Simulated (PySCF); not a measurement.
Molecule: SMILES [C-]#CCCCC, [C6H9]-.

Cartesian coordinates in Å; atom numbers follow the order of the lines, from 1:
```xyz
15

C     2.812    1.152    1.349
C     2.361    0.404    0.454
C     1.739   -0.431   -0.575
C     0.227   -0.620   -0.369
C    -0.533    0.698   -0.360
C    -2.008    0.560   -0.019
H     1.886   -0.002   -1.592
H     2.201   -1.440   -0.628
H     0.074   -1.123    0.603
H    -0.188   -1.292   -1.148
H    -0.422    1.186   -1.347
H    -0.017    1.353    0.364
H    -2.524    1.535   -0.022
H    -2.536   -0.097   -0.732
H    -2.140    0.121    0.985
```

Total charge -1.

Geometry PBE0-D3(BJ)/def2-SVP throughout; GIAO in PySCF 2.14, gas phase, one conformer, non-relativistic; equivalent atoms averaged; functional PBE0.

For orientation, 6-311+G(2d,p) gives these shifts δ (against TMS at the same level): C1 164.2, C2 103.5, C4 41.3, C5 24.4, C3 25.8, C6 17.0, H11/H12 2.02, H7/H8 2.51, H9/H10 1.04 ppm.

A run gave: C1 188.7, C2 65.1, C4 31.7, C5 26.1, C3 22.3, C6 21.3, H11/H12 1.21, H7/H8 0.40, H9/H10 0.31 ppm (shifts δ (against TMS at the same level)).

Task: Which basis set was used in that run?
A. STO-3G
B. 6-31G*
C. def2-SVP
D. def2-TZVP

Result: A. C2 tells them apart best: STO-3G gives 65.1, def2-SVP gives 91.0, def2-TZVP gives 101.1, 6-31G* gives 86.3 ppm.
